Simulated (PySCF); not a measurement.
Structure problem from calculated spectra and properties.

Elements present: C, H and P. Monoisotopic mass: 101.0515 u (electron mass counted); charge +1.

- 1H NMR: chemical shifts (computed TMS as zero) by class: 8.38 (1 H), 4.75 (1 H), 3.18 (3 H), 3.09 (1 H), 2.33 (1 H), 1.82 (3 H) ppm [GIAO PBE0/pcSseg-1]
- Rotational structure: rotational constants A, B, C: 7.898, 1.437, 1.348 GHz [GFN2-xTB]
- UV, first state: lowest singlet excitation: 6.48 eV (191 nm, f = 0.007) [TDDFT CAM-B3LYP/def2-SVPD]
- Triplet: lowest triplet excitation (Tamm–Dancoff): 4.83 eV [TDA CAM-B3LYP/def2-SVPD]
- NMR, other nuclei: isotropic shieldings of nuclei other than C and H, by class: 496 (1 P) ppm [GIAO PBE0/pcSseg-1]
- 13C NMR: chemical shifts (computed TMS as zero) by class: 151.5 (1 C), 122.2 (1 C), 24.9 (1 C), 15.8 (1 C), 10.9 (1 C) ppm [GIAO PBE0/pcSseg-1]
- Polarisability: 76.3 au [CAM-B3LYP/def2-SVPD]
- UV, strongest line: among the 8 lowest singlet transitions: S4 at 7.52 eV (165 nm, f = 0.135) [TDDFT CAM-B3LYP/def2-SVPD]

Electronic properties: PySCF, gas phase, density fitting. Levels stand in brackets. Geometry: GFN2-xTB, one conformer, isolated ion. GFN2-xTB frequencies show an imaginary mode (33i cm⁻¹), so this geometry is no minimum at that level. NMR values are class means; diastereotopic atoms form classes of their own.

Problem. Which formula fits the mass and the elements?

Solution. C5H10P (calculated 101.0515). No other formula that holds each of these elements comes within 0.0003 u with a fitting electron parity and a possible valence count.

Problem. What is the compound? Reason from the data.

Solution. Numbering: `[CH3:1][CH2:2][P@H+:3]1[CH:4]=[C:5]1[CH3:6]`. 5 carbons fall into 5 classes; from least to most shielded: fully substituted alkene carbon [C5] (151.5 ppm), alkene CH carbon [C4] (122.2 ppm), chain sp3 carbon bound to phosphorus [C2] (24.9 ppm), allylic carbon [C6] (15.8 ppm), methyl carbon [C1] (10.9 ppm). Hydrogen classes from least to most shielded: 1 H on an alkene CH carbon, C4 (8.38 ppm), 1 H on a phosphonium phosphorus, P3 (4.75 ppm), 3 H on an allylic carbon, C6 (3.18 ppm), 1 H on an sp3 carbon bound to phosphorus, C2 (3.09 ppm), 1 H on an sp3 carbon bound to phosphorus, C2 (2.33 ppm), 3 H on a methyl carbon, C1 (1.82 ppm, a mean of values up to 0.8 ppm apart in this geometry). The other shieldings belong to: 496 ppm, phosphonium phosphorus [P3]. The optimised geometry has point group C1 and is an asymmetric top. Structure: `[P@H+]1(C(=C1)C)CC`. Computed isomers that give other values at the same levels: `CCC1=C[P@H+]1C` (1H chemical shifts (computed TMS as zero) by class: 8.28 (1 H), 5.21 (1 H), 3.28 (1 H), 3.28 (1 H), 2.41 (3 H), 1.84 (3 H) ppm); `C#CC[PH+](C)C` (13C chemical shifts (computed TMS as zero) by class: 91.5 (1 C), 68.5 (1 C), 16.0 (1 C), 5.0 (2 C) ppm); `C[P@@H+]1C=CCC1` (13C chemical shifts (computed TMS as zero) by class: 179.1 (1 C), 112.7 (1 C), 40.0 (1 C), 19.7 (1 C), 9.7 (1 C) ppm). The assignments are read from this structure; whether some other isomer fits the data as well wasn't checked. The mirror image fits equally.

The values belong to the conformer `[CH3:1][CH2:2][P@H+:3]1[CH:4]=[C:5]1[CH3:6]`: C1–C2–P3–C4 127°.
